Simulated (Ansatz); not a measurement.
# Strength of the Si–H bond: how K changes with temperature for SiH2(OH)(SiH3) ⇌ SiH(OH)(SiH3) + H

Species: SiH2(OH)(SiH3) (disilanol), singlet; SiH(OH)(SiH3), doublet; H atom, doublet. 

The electronic reaction energy at CCSD(T)/CBS estimate is +395.6 kJ/mol. Shapes: PBE0-D4/def2-TZVP. Flexible molecules stand in one conformer, not always the lowest. Programs: Ansatz 0.2.0. Enthalpy and entropy come from rigid-rotor, harmonic-oscillator sums on unscaled PBE0-D4/def2-TZVP wavenumbers, ideal gases at 1 bar; R ln 2 is added for the mirror twin of the chiral shape of SiH2(OH)(SiH3), SiH(OH)(SiH3). Symmetry numbers: SiH2(OH)(SiH3) 1, SiH(OH)(SiH3) 1. R = 8.3145 J/(mol K).

| T (K) | ΔH (kJ/mol) | ΔS (J/(mol K)) |
| --- | --- | --- |
| 700 | +381.8 | +125.1 |
| 1000 | +383.0 | +126.6 |
| 1300 | ? | ? |

Question: Work out ln K at 700 and 1000 K, and from these estimate it at 1300 K.

Answer: 
1. 700 K: ΔG = +381.8 − 700 × (+125.1)/1000 = +294.2 kJ/mol; ln K = −ΔG/RT = -50.55.
2. 1000 K: ΔG = +383.0 − 1000 × (+126.6)/1000 = +256.4 kJ/mol; ln K = −ΔG/RT = -30.84.
3. Slope against 1000/T: (-30.84 − (-50.55))/(1.0000 − 1.4286) = -45.99, that is −ΔH/R with ΔH near +382 kJ/mol.
4. 1300 K: ln K = -50.55 + (-45.99) × (0.7692 − 1.4286) = -20.22.

The full sums give ΔH = +383.4 kJ/mol, ΔS = +126.9 J/(mol K), ΔG = +218.4 kJ/mol and ln K = -20.21 at 1300 K, so the line is off by -0.01 in ln K; without rounding the miss is -0.02, from the change of ΔH with temperature. The reactants are favoured over this whole range. The number of molecules rises, which sets the sign of ΔS, and lower pressure favours the products. An error of 10 kJ/mol in the energy moves ln K by 0.9 at 1300 K. Soft modes are treated as harmonic, which can err either way at these temperatures; the lowest are those of SiH2(OH)(SiH3) (101 cm⁻¹), SiH(OH)(SiH3) (98 cm⁻¹). Other conformers aren't counted. Open shells run unrestricted. The CBS estimate extrapolates MP2 from def2-TZVPP and def2-QZVPP and adds CCSD(T) − MP2 in the triple-zeta set, cores frozen.
